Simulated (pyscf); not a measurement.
Optimised with ωB97X-D3(BJ)/def2-SVP in PySCF.

### Question
Estimate the classical barrier height and the reaction energy of HO–PH₂ + SiH₂ [singlet] -> HO–P=SiH₂ + H₂ at ωB97M-D3(BJ)/def2-TZVP. The step runs on the singlet surface, breaks H–P, H–P and forms P–Si, H–H; take the separated reactants as zero.

### Answer
ΔE‡ = 19.9 kcal/mol, ΔE = -13.8 kcal/mol. Zero-point energy shifts the barrier by +0.7 kcal/mol. It is a concerted two-bond exchange, with an imaginary mode of 840i cm⁻¹. On the reactant side the descent ends in an adduct with a P–Si contact, 12.3 kcal/mol under the separated species and 29.0 kcal/mol under the saddle at ωB97X-D3(BJ)/def2-TZVP. What is counted as formed (P–Si) is already present as a longer contact in the reactant adduct; forming that adduct is a step of its own. At ωB97X-D3(BJ)/def2-TZVP the barrier from the zero used here is 16.7 kcal/mol. The same reactants have a lower exit, to HO–SiH₂–PH₂ (barrier -4.8 kcal/mol at ωB97M-D3(BJ)/def2-TZVP, against +19.9 kcal/mol here). HO–P=SiH₂ lies 32.1 kcal/mol over its isomer HO–SiH=PH (electronic energy, ωB97M-D3(BJ)/def2-TZVP). This is the saddle that the search found; another between the same sides may lie lower.
